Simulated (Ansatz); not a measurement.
# [OF2]+ (SMILES F[O+]F) at 6 levels

Wanted: a comparison of 6 runs (UHF/STO-3G, U-r2SCAN/STO-3G, U-revPBE/STO-3G, UB3LYP/STO-3G, UPBE/STO-3G, UCCSD(T)/STO-3G) of [OF2]+. 

Program for the calculation: Ansatz 0.2.0.

18 further runs of the same task are left out: 15 that didn't finish, 3 set aside as unsound or not needed.

### 1 The structure to begin with

[OF2]+: 3 atoms, total charge +1, spin state doublet. As SMILES, `F[O+]F`. The O2–F1 distance was set to 2.595 Å, away from the relaxed value. At this shape a bond of the SMILES string is far longer than usual.

Bond lengths: O2–F3 1.297 Å.

### 2 The energy at UHF/STO-3G (run 1)

job.yaml

```yaml
crystal:
  periodic: [false, false, false]
  atoms:
    - symbol: F
      position_ang: [1.839725, -1.123199, 0.891134]
    - symbol: O
      position_ang: [0.000640, 0.505210, 0.055670]
    - symbol: F
      position_ang: [-0.920840, -0.196190, -0.529090]
basis:
  gaussian: {orbitals: STO-3G}
total_charge: 1
magnetization: {spin_polarized: true, initial_magnetization: 1}
hamiltonian: {xc: hf}
accuracy: high
```

Started as:

```bash
$ ansatz run job.yaml --threads 1 --pin off --max-ram 3480MiB --events-out events.jsonl --progress --plain --runs-dir runs
```

Output:

```text
Warning: RAYON_NUM_THREADS=1 ignored (pool sized by the plan → 1); use --threads N
Functional definition: HF
  name "HF"
  exchange = exact_x
  correlation = 0
234 factors; integrals over basis functions are off by at most 5.3e-8 eV
mean field evaluation 1: about -7299.6318 eV, gradient 2.0e1 eV
mean field evaluation 2: about -7299.6802 eV, gradient 2.0e1 eV
mean field evaluation 4: about -7300.1831 eV, gradient 1.5e1 eV
mean field evaluation 8: about -7301.7970 eV, gradient 6.6e0 eV
mean field evaluation 16: about -7330.5197 eV, gradient 2.1e-1 eV
mean field evaluation 32: about -7330.6103 eV, gradient 5.0e-3 eV
mean field evaluation 64: about -7331.7027 eV, gradient 8.0e-3 eV
mean field evaluation 96: about -7331.8240 eV, gradient 5.2e-5 eV
mean field evaluation 128: about -7331.7623 eV, gradient 2.1e-1 eV
mean field evaluation 160: about -7329.4225 eV, gradient 2.3e0 eV
mean field evaluation 192: about -7331.8237 eV, gradient 1.8e-4 eV
mean field evaluation 224: about -7331.7096 eV, gradient 5.7e-2 eV
mean field evaluation 256: about -7328.6757 eV, gradient 1.6e0 eV
mean field evaluation 288: about -7328.4517 eV, gradient 1.1e0 eV
mean field evaluation 320: about -7329.5569 eV, gradient 2.4e-1 eV
mean field evaluation 352: about -7327.1026 eV, gradient 8.7e0 eV
mean field -7331.82395492 eV, -269.4395606544 hartree, gradient 4.0e-8 eV, S^2 1.793517; 8 other end points of the search recorded, 0 dependent functions left out
reference -7331.82395492 eV, -269.4395606544 hartree; 13, 12 occupied and 2, 3 virtual orbitals, 234 factors
Total energy: -7331.82395492 eV, -269.4395606544 hartree
```

It took 0.4 s on 1 thread of Arm Neoverse V2, shared host.

### 3 A single-point energy at U-r2SCAN/STO-3G (run 2)

input.yaml

```yaml
basis:
  gaussian:
    orbitals: STO-3G
crystal:
  periodic: [false, false, false]
  atoms:
    - {symbol: F, position_ang: [1.839725, -1.123199, 0.891134]}
    - {symbol: O, position_ang: [0.000640, 0.505210, 0.055670]}
    - {symbol: F, position_ang: [-0.920840, -0.196190, -0.529090]}
total_charge: 1
magnetization:
  spin_polarized: true
  initial_magnetization: 1
hamiltonian:
  xc: {name: r2SCAN}
accuracy: high
```

Started as:

```bash
$ ansatz run input.yaml --threads 1 --pin off --max-ram 3480MiB --events-out events.jsonl --progress --plain --runs-dir runs
```

Output, shortened:

```text
Warning: RAYON_NUM_THREADS=1 ignored (pool sized by the plan → 1); use --threads N
Functional definition: r2SCAN
  name "r2SCAN"
[...]
234 factors; integrals over basis functions are off by at most 5.3e-8 eV
[...]
mean field -7356.85507834 eV, -270.3594374735 hartree, gradient 5.3e-9 eV, S^2 1.750988; 13 other end points of the search recorded, 0 dependent functions left out
reference -7356.85507846 eV, -270.3594374780 hartree; 13, 12 occupied and 2, 3 virtual orbitals, 234 factors
Total energy: -7356.85507846 eV, -270.3594374780 hartree
```

It took 53 s on 1 thread of Arm Neoverse V2, shared host; peak memory 0.18 GiB.

Run 3 isn't shown in full; the table further down has it.

### 4 The energy at UB3LYP/STO-3G (run 4)

input.yaml, as its differences from that of step 3:

```diff
@@ -1,4 +1 @@
-basis:
-  gaussian:
-    orbitals: STO-3G
 crystal:
@@ -9,2 +6,5 @@
     - {symbol: F, position_ang: [-0.920840, -0.196190, -0.529090]}
+basis:
+  gaussian:
+    orbitals: STO-3G
 total_charge: 1
@@ -14,3 +14,3 @@
 hamiltonian:
-  xc: {name: r2SCAN}
+  xc: {name: B3LYP}
 accuracy: high
```

Started as:

```bash
$ ansatz run input.yaml --threads 1 --pin off --max-ram 3480MiB --events-out events.jsonl --progress --plain --runs-dir runs
```

Output, shortened:

```text
Warning: RAYON_NUM_THREADS=1 ignored (pool sized by the plan → 1); use --threads N
Functional definition: B3LYP
  name "B3LYP"
[...]
234 factors; integrals over basis functions are off by at most 5.3e-8 eV
[...]
mean field -7357.71256221 eV, -270.3909494244 hartree, gradient 2.8e-9 eV, S^2 1.751010; 10 other end points of the search recorded, 0 dependent functions left out
reference -7357.71257629 eV, -270.3909499419 hartree; 13, 12 occupied and 2, 3 virtual orbitals, 234 factors
Total energy: -7357.71257629 eV, -270.3909499419 hartree
```

Wall time 17 s (1 thread of Arm Neoverse V2, shared host); peak memory 0.11 GiB.

Run 5 isn't shown in full; the table further down has it.

### 5 A single-point energy at UCCSD(T)/STO-3G (run 6)

job.yaml

```yaml
crystal:
  periodic: [false, false, false]
  atoms:
    - {symbol: F, position_ang: [1.839725, -1.123199, 0.891134]}
    - {symbol: O, position_ang: [0.000640, 0.505210, 0.055670]}
    - {symbol: F, position_ang: [-0.920840, -0.196190, -0.529090]}
basis:
  gaussian:
    orbitals: STO-3G
scf:
  omitted_lower_state_checks: [cluster_reference, increment]
total_charge: 1
accuracy: high
magnetization:
  spin_polarized: true
  initial_magnetization: 1
correlation:
  method: ccsd_t
  frozen_orbitals: {F: 1, O: 1}
```

Started as:

```bash
$ ansatz run job.yaml --threads 1 --pin off --max-ram 3480MiB --events-out events.jsonl --progress --plain --runs-dir runs
```

Output:

```text
Warning: RAYON_NUM_THREADS=1 ignored (pool sized by the plan → 1); use --threads N
[... 22 lines left out ...]
3 core orbitals not correlated: weight in the atoms' cores, before any rotation towards them, 1.000 or more for the frozen orbitals, at most 0.000 for the correlated occupied ones
[... 66 lines left out ...]
Total energy: -7334.63000606 eV, -269.5426811319 hartree
Checks for a lower state left out: cluster_reference, increment
```

Wall time 0.95 s (1 thread of Arm Neoverse V2, shared host).

### 6 The series

```
run            level  frozen core orbitals  energy (Eh)   ⟨S²⟩  wall time
  1       UHF/STO-3G                     –  -269.439561  1.794      0.4 s
  2  U-r2SCAN/STO-3G                     –  -270.359437  1.751       53 s
  3  U-revPBE/STO-3G                     –  -270.379155  1.750       35 s
  4    UB3LYP/STO-3G                     –  -270.390950  1.751       17 s
  5      UPBE/STO-3G                     –  -270.172082  1.750       38 s
  6  UCCSD(T)/STO-3G                     3  -269.542681  1.794     0.95 s
```

### 7 Results

```
                                          quantity          value
                               run 6: total energy  -269.54268 Eh
run 6: correlation energy (3 core orbitals frozen)     -103.1 mEh
                             run 6: (T) correction      -3.48 mEh
          run 6: ⟨S²⟩ of the reference determinant          1.794
                              run 6: T1 diagnostic          0.054
```

**Reading.** Totals of different functionals can't be ranked against each other. In runs 1, 2, 3, 4, 5, 6 the basis is minimal, so the values are rough. Spin contamination of the reference: run 6 ⟨S²⟩ = 1.79, run 1 ⟨S²⟩ = 1.79, run 4 ⟨S²⟩ = 1.75, run 2 ⟨S²⟩ = 1.75, run 3 ⟨S²⟩ = 1.75, run 5 ⟨S²⟩ = 1.75. Where it is this large, the reference is a mixture of spin states, and values that rest on it are in doubt. All runs together took 2.4 min, the longest 53 s.
